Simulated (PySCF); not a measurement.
Consider 2-chloroethyl methyl ether, `COCCCl` (C3H7ClO). Numbering: `[CH3:1][O:2][CH2:3][CH2:4][Cl:5]`

Level of theory: ωB97X-D3(BJ)/ma-def2-TZVP single points in PySCF, grid level 2; every species was optimised with PBE0-D3(BJ)/def2-SVP. The prefix ma- adds one diffuse s and one diffuse p function on all atoms but H. Thermal corrections: PBE0-D3(BJ)/def2-SVP frequencies, unscaled, ideal gas at 298.15 K and 1 bar, quasi-RRHO entropy.

**Question.** What are the vertical and the adiabatic ionisation energy for forming the radical cation?

**Answer.** 10.19 eV vertical and 9.86 eV adiabatic, the latter with zero-point energy.

**Question.** Where does the unpaired spin of the relaxed radical cation sit?

**Answer.** O2 (ether oxygen) 0.56, C4 (methylene carbon) 0.17, Cl5 (chlorine) 0.12 (intrinsic atomic orbital populations).

**Question.** What oxidation potential follows in DMF (IEF-PCM), given that Fc+/Fc comes at 4.54 V absolute with this functional and basis?

**Answer.** In the gas phase ΔG of oxidation is 9.833 eV, and solvation is -18.1 kJ/mol for the parent and -252.4 kJ/mol for the product, so the absolute potential is 7.40 V, or 2.86 V against Fc+/Fc. Fc+/Fc in DMF, 4.54 V, is ωB97X-D3(BJ)/ma-def2-TZVP on PBE0-D3(BJ)/def2-SVP structures with GFN2-xTB thermal terms. Benchmark calculations put it near 5.0 V in acetonitrile and DMSO, so it is about 0.5 V low, and the value against it can read up to that much too high. The solvent is electrostatics only, on gas-phase structures; the absolute scale refers to an electron at rest in vacuum.

**Question.** How far is −ε(HOMO) from the vertical value by ΔSCF?

**Answer.** −ε(HOMO) = 10.27 eV, which is 0.08 eV above the ΔSCF value.

Caveats: spin-orbit coupling is left out of the energies, which matters for open shells on the heavier atoms.
